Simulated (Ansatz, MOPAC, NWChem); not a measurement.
How methods differ on BOF (fluoro(oxo)borane)

BOF, singlet, SMILES `O=BF`. Each level relaxes the structure for itself.

Each level gives the zero-point energy at each level's own minimum (kJ/mol). The values are calculated.

```json
{"level": "MNDO", "kind": "semi-empirical", "program": "MOPAC", "value (kJ/mol)": "27.3"}
{"level": "MNDOD", "kind": "semi-empirical", "program": "MOPAC", "value (kJ/mol)": "27.3"}
{"level": "PM6", "kind": "semi-empirical", "program": "MOPAC", "value (kJ/mol)": "22.6"}
{"level": "PM6-D3H4", "kind": "semi-empirical", "program": "MOPAC", "value (kJ/mol)": "22.6"}
{"level": "HF/6-31G* (Cartesian functions)", "kind": "Hartree–Fock", "program": "Ansatz", "value (kJ/mol)": "26.9"}
{"level": "SVWN5/6-31G* (spherical functions)", "kind": "LDA", "program": "NWChem", "value (kJ/mol)": "24.5"}
{"level": "PBE0/6-31G* (spherical functions)", "kind": "global hybrid", "program": "NWChem", "value (kJ/mol)": "25.0"}
{"level": "B3LYP/6-31G* (Cartesian functions)", "kind": "global hybrid", "program": "Ansatz", "value (kJ/mol)": "24.9"}
{"level": "MP2/6-31G* (Cartesian functions)", "kind": "perturbation theory", "program": "Ansatz", "value (kJ/mol)": "24.7"}
```

Harmonic and unscaled. The values span 22.6 to 27.3 kJ/mol.
